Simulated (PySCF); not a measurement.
## He: ionisation energy

He 1s2 (1S) → He⁺ 1s1 (2S), as a difference of total energies. All numbers are calculated (PySCF 2.14, the spin-free X2C one-electron Hamiltonian (Gaussian nucleus), in x2c-QZVPPall with one added diffuse shell each of s, p, d type (5s4p3d1f, 39 functions)). Correlated levels: valence: nothing frozen. The calculations carry no spin-orbit coupling.

```json
{"method": "UHF", "ionisation energy (eV)": "23.450", "error (eV)": "-1.137"}
{"method": "MP2 (valence)", "ionisation energy (eV)": "24.418", "error (eV)": "-0.169"}
{"method": "SCS-MP2 (valence)", "ionisation energy (eV)": "24.611", "error (eV)": "+0.024"}
{"method": "CCSD (valence)", "ionisation energy (eV)": "24.563", "error (eV)": "-0.024"}
```

Reference: 24.587 eV (measured; NIST Atomic Spectra Database, ionization energies).

Errors of the correlated levels include the incompleteness of this basis.

With two correlated electrons CCSD is exact in that space.
